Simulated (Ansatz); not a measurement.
Input file:

```yaml
crystal:
  periodic: [false, false, false]
  atoms:
    - {symbol: Ge, position_ang: [0.000000, 0.000000, 0.431903]}
    - {symbol: N, position_ang: [0.000000, 0.000000, -1.883353]}
    - {symbol: H, position_ang: [0.000000, 0.830871, -2.477269]}
    - {symbol: H, position_ang: [0.000000, -0.830871, -2.477269]}
basis:
  gaussian: {orbitals: cc-pVDZ}
magnetization: {spin_polarized: true, initial_magnetization: 1}
correlation: {method: ccsdt_q, electrons: outside_noble_gas}
```

```sh
$ ansatz run in.yaml --threads 1 --pin off --events-out ev --progress --plain --max-ram 2393MiB
```

Output:

```
984 factors; integrals over basis functions are off by at most 1.8e-7 eV
mean field evaluation 1: about -57980.7619 eV, gradient 2.5e1 eV
mean field evaluation 2: about -57980.7908 eV, gradient 2.5e1 eV
mean field evaluation 4: about -57984.0475 eV, gradient 2.2e0 eV
mean field evaluation 8: about -57984.1124 eV, gradient 2.1e-1 eV
mean field evaluation 16: about -57984.1177 eV, gradient 3.2e-6 eV
mean field evaluation 32: about -57984.1177 eV, gradient 3.9e-3 eV
mean field evaluation 64: about -57983.6519 eV, gradient 2.5e-6 eV
mean field evaluation 96: about -57983.6910 eV, gradient 2.7e-6 eV
mean field evaluation 128: about -57984.0709 eV, gradient 3.9e-2 eV
mean field evaluation 160: about -57982.5080 eV, gradient 2.7e-1 eV
...
cycle  18  -7.66055306 eV  change    2.5e-5 eV  update   4.7e-5
cycle  19  -7.66053111 eV  change    2.2e-5 eV  update   2.9e-5
cycle  20  -7.66051309 eV  change    1.8e-5 eV  update   1.6e-5
cycle  21  -7.66050728 eV  change    5.8e-6 eV  update   1.0e-5
cycle  22  -7.66050904 eV  change   -1.8e-6 eV  update   5.9e-6
cycle  23  -7.66050843 eV  change    6.1e-7 eV  update   3.7e-6
cycle  24  -7.66051037 eV  change   -1.9e-6 eV  update   2.9e-6
cycle  25  -7.66051100 eV  change   -6.3e-7 eV  update   2.1e-6
cycle  26  -7.66051212 eV  change   -1.1e-6 eV  update   1.5e-6
cycle  27  -7.66051261 eV  change   -4.9e-7 eV  update   1.0e-6
perturbative correction -0.06364966 eV, -0.0023390817 hartree
Total energy: -57991.84183734 eV, -2131.1608792399 hartree
```

Ran on 1 thread of Intel Xeon Platinum 8259CL, shared host: 73 s wall, 0.3 GiB peak host memory.
